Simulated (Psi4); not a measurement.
Psi4 input (wB97X-D/6-31G*):

```
memory 1500 MB

molecule {
0 2
O    -1.04654174   -0.38868140   -0.00062933
C    -0.01375265    0.43909737    0.00455308
O     1.14788679    0.22368781   -0.00139048
H    -0.72824441   -1.31463559   -0.01116004
symmetry c1
no_reorient
no_com
}

set {
  basis 6-31G*
  reference uks
  scf_type pk
  dft_radial_points 99
  dft_spherical_points 590
  e_convergence 1e-8
  d_convergence 1e-7
  maxiter 150
}

e = energy('wb97x-d')
print_out(f'\nFINAL {e:.10f} DIPOLE {variable("CURRENT DIPOLE")[0]:.6f} {variable("CURRENT DIPOLE")[1]:.6f} {variable("CURRENT DIPOLE")[2]:.6f}\n')
```

Output:

```
   => Loading Basis Set <=

    Name: 6-31G*
    Role: ORBITAL
    Keyword: BASIS
    atoms 1, 3 entry O          line   145 file 6-31gs.gbs
    atoms 2    entry C          line   111 file 6-31gs.gbs
    atoms 4    entry H          line    44 file 6-31gs.gbs

   => WB97X-D: Empirical Dispersion <=

    Chai and Head-Gordon Dispersion Correction
    Chai, J.-D.; Head-Gordon, M. (2010), J. Chem. Phys., 132: 6615-6620

        s6 =       1.000000

         ---------------------------------------------------------
                                   SCF
               by Justin Turney, Rob Parrish, Andy Simmonett
                          and Daniel G. A. Smith
                              UKS Reference
         ---------------------------------------------------------

  ==> Geometry <==

    Molecular point group: c1
    Full point group: C1

    Geometry (in Angstrom), charge = 0, multiplicity = 2:

       Center              X                  Y                   Z               Mass
    ------------   -----------------  -----------------  -----------------  -----------------
         O           -1.046541740000    -0.388681400000    -0.000629330000    15.994914619570
         C           -0.013752650000     0.439097370000     0.004553080000    12.000000000000
         O            1.147886790000     0.223687810000    -0.001390480000    15.994914619570
         H           -0.728244410000    -1.314635590000    -0.011160040000     1.007825032230

  Running in c1 symmetry.

  Rotational constants: A =      4.74609  B =      0.39340  C =      0.36328 [cm^-1]
  Rotational constants: A = 142284.18684  B =  11793.73019  C =  10890.99166 [MHz]
  Nuclear repulsion =   63.300100031386890

  Charge       = 0
  Multiplicity = 2
  Electrons    = 23
  Nalpha       = 12
  Nbeta        = 11

  ==> Algorithm <==

  SCF Algorithm Type is PK.
  DIIS enabled.
  MOM disabled.
  Fractional occupation disabled.
  Guess Type is SAD.
  Energy threshold   = 1.00e-08
  Density threshold  = 1.00e-07
  Integral threshold = 1.00e-12

  ==> Primary Basis <==

  Basis Set: 6-31G*
    Blend: 6-31G*
    Number of shells: 20
    Number of basis functions: 47
    Number of Cartesian functions: 47
    Spherical Harmonics?: false
    Max angular momentum: 2

  ==> DFT Potential <==

   => LibXC <=

    Version 7.1.2
    S. Lehtola, C. Steigemann, M. J. T. Oliveira, and M. A. L. Marques,  SoftwareX 7, 1–5 (2018) (10.1016/j.softx.2017.11.002)

   => Composite Functional: WB97X-D <=

    wB97X-D Hyb-GGA Exchange-Correlation Functional

    J.-D. Chai and M. Head-Gordon,  Phys. Chem. Chem. Phys. 10, 6615–6620 (2008) (10.1039/B810189B)

    Deriv               =              1
    GGA                 =           TRUE
    Meta                =          FALSE

    Exchange Hybrid     =           TRUE
    MP2 Hybrid          =          FALSE

   => Exchange-Correlation Functionals <=

    1.0000   wB97X-D range-separated functional

   => Exact (HF) Exchange <=

    0.7780            HF,LR [omega = 0.2000]
    0.2220               HF

   => LibXC Density Thresholds  <==

    XC_HYB_GGA_XC_WB97X_D:  1.00E-14

   => Molecular Quadrature <=

    Radial Scheme          =       TREUTLER
    Pruning Scheme         =           NONE
    Nuclear Scheme         =       TREUTLER

    Blocking Scheme        =         OCTREE
    BS radius alpha        =              1
    Pruning alpha          =              1
    Radial Points          =             99
    Spherical Points       =            590
    Total Points           =         221443
    Total Blocks           =           1676
    Max Points             =            256
    Max Functions          =             47
    Weights Tolerance      =       1.00E-15

  ==> Integral Setup <==

  Using in-core PK algorithm.
   Calculation information:
      Number of atoms:                   4
      Number of AO shells:              20
      Number of primitives:             49
      Number of atomic orbitals:        47
      Number of basis functions:        47

      Integral cutoff                 1.00e-12
      Number of threads:                 1

  Performing in-core PK
  Using 1910268 doubles for integral storage.
  We computed 21916 shell quartets total.
  Whereas there are 22155 unique shell quartets.

  Computing range-separated integrals for PK
  We computed 21916 wK shell quartets total.
  Whereas there are 22155 wK unique shell quartets.

  ==> DiskJK: Disk-Based J/K Matrices <==

    J tasked:                  Yes
    K tasked:                  Yes
    wK tasked:                 Yes
    Omega:               2.000E-01
    Schwarz Cutoff:          1E-12


  Cached 100.0% of DFT collocation blocks in 0.279 [GiB].

  Minimum eigenvalue in the overlap matrix is 6.0567387146E-03.
  Reciprocal condition number of the overlap matrix is 1.0289210973E-03.
    Using symmetric orthogonalization.

  ==> Pre-Iterations <==

  SCF Guess: Superposition of Atomic Densities via on-the-fly atomic UHF (no occupation information).

   -------------------------
    Irrep   Nso     Nmo
   -------------------------
     A         47      47
   -------------------------
    Total      47      47
   -------------------------

  ==> Iterations <==

                        Total Energy        Delta E     RMS |[F,P]|

   @UKS iter SAD:  -188.46814565145229   -1.88468e+02   0.00000e+00
   @UKS iter   1:  -188.90447701077042   -4.36331e-01   1.21539e-02 DIIS/ADIIS
   @UKS iter   2:  -188.84326465692743    6.12124e-02   1.54655e-02 DIIS/ADIIS
   @UKS iter   3:  -189.02230272879069   -1.79038e-01   2.05962e-03 DIIS/ADIIS
   @UKS iter   4:  -189.02544572078270   -3.14299e-03   7.80520e-04 DIIS/ADIIS
   @UKS iter   5:  -189.02593174276342   -4.86022e-04   1.65325e-04 DIIS/ADIIS
   @UKS iter   6:  -189.02596931503814   -3.75723e-05   3.72355e-05 DIIS
   @UKS iter   7:  -189.02597373222306   -4.41718e-06   1.35293e-05 DIIS
   @UKS iter   8:  -189.02597478214525   -1.04992e-06   4.73594e-06 DIIS
   @UKS iter   9:  -189.02597490993034   -1.27785e-07   1.71417e-06 DIIS
   @UKS iter  10:  -189.02597492696447   -1.70341e-08   4.30659e-07 DIIS
   @UKS iter  11:  -189.02597492806117   -1.09671e-09   1.60324e-07 DIIS
   @UKS iter  12:  -189.02597492822872   -1.67546e-10   5.85367e-08 DIIS
  Energy and wave function converged.

  ==> Post-Iterations <==

   Electrons on quadrature grid:
      Nalpha   =   11.9999999973 ; deviation = -2.743e-09
      Nbeta    =   11.0000000021 ; deviation = 2.137e-09
      Ntotal   =   22.9999999994 ; deviation = -6.052e-10

   @Spin Contamination Metric:   3.082027019E-03
   @S^2 Expected:                7.500000000E-01
   @S^2 Observed:                7.530820270E-01
   @S   Expected:                5.000000000E-01
   @S   Observed:                5.000000000E-01

    Orbital Energies [Eh]
    ---------------------

    Alpha Occupied:

       1A    -19.360004     2A    -19.317844     3A    -10.448935
       4A     -1.247338     5A     -1.171064     6A     -0.757593
       7A     -0.608742     8A     -0.583315     9A     -0.562801
      10A     -0.475063    11A     -0.442157    12A     -0.321472

    Alpha Virtual:

      13A      0.080827    14A      0.148920    15A      0.328264
      16A      0.404584    17A      0.598474    18A      0.601918
      19A      0.636146    20A      0.787998    21A      0.845630
      22A      0.906259    23A      0.973776    24A      0.976051
      25A      1.072681    26A      1.081558    27A      1.202263
      28A      1.412052    29A      1.458283    30A      1.538653
      31A      1.543283    32A      1.631247    33A      1.801876
      34A      1.834035    35A      1.878165    36A      1.911740
      37A      2.143599    38A      2.390992    39A      2.410269
      40A      2.671952    41A      2.760775    42A      2.788967
      43A      2.952279    44A      3.079202    45A      3.821992
      46A      3.902529    47A      4.185806

    Beta Occupied:

       1A    -19.356877     2A    -19.311528     3A    -10.438574
       4A     -1.234342     5A     -1.156653     6A     -0.734322
       7A     -0.598658     8A     -0.552486     9A     -0.552251
      10A     -0.441097    11A     -0.438746

    Beta Virtual:

      12A     -0.013693    13A      0.107182    14A      0.160967
      15A      0.337721    16A      0.422837    17A      0.610899
      18A      0.622684    19A      0.658573    20A      0.807529
      21A      0.852783    22A      0.911809    23A      0.978493
      24A      0.984610    25A      1.076202    26A      1.095373
      27A      1.205178    28A      1.433328    29A      1.468523
      30A      1.553803    31A      1.570616    32A      1.648963
      33A      1.806321    34A      1.853286    35A      1.884771
      36A      1.930570    37A      2.166018    38A      2.407506
      39A      2.427137    40A      2.702298    41A      2.781477
      42A      2.808306    43A      2.972119    44A      3.094022
      45A      3.826639    46A      3.910866    47A      4.222922

    Final Occupation by Irrep:
              A
    DOCC [    11 ]
    SOCC [     1 ]
    NA   [    12 ]
    NB   [    11 ]

  @UKS Final Energy:  -189.02597492822872

   => Energetics <=

    Nuclear Repulsion Energy =             63.3001000313868900
    One-Electron Energy =                -383.6115684350359061
    Two-Electron Energy =                 147.3065670623289236
    DFT Exchange-Correlation Energy =     -16.0208785182073647
    Empirical Dispersion Energy =          -0.0001950687012673
    VV10 Nonlocal Energy =                  0.0000000000000000
    Total Energy =                       -189.0259749282287203

  UHF NO Occupations:
  HONO-2 :   10  A 1.9994981
  HONO-1 :   11  A 1.9991586
  HONO-0 :   12  A 1.0000000
  LUNO+0 :   13  A 0.0008414
  LUNO+1 :   14  A 0.0005019
  LUNO+2 :   15  A 0.0001323
  LUNO+3 :   16  A 0.0000366

Computation Completed

Properties will be evaluated at   0.000000,   0.000000,   0.000000 [a0]

Properties computed using the SCF density matrix

 Multipole Moments:

 ------------------------------------------------------------------------------------
     Multipole            Electronic (a.u.)      Nuclear  (a.u.)        Total (a.u.)
 ------------------------------------------------------------------------------------

 L = 1.  Multiply by 2.5417464519 to convert [e a0] to [Debye]
 Dipole X            :         -0.3683852            0.0000002           -0.3683850
 Dipole Y            :         -0.7185744           -0.0000002           -0.7185746
 Dipole Z            :         -0.0061953           -0.0000001           -0.0061953
 Magnitude           :                                                    0.8075242

 ------------------------------------------------------------------------------------

FINAL -189.0259749282 DIPOLE -0.368385 -0.718575 -0.006195

*** Psi4 exiting successfully. Buy a developer a beer!
```
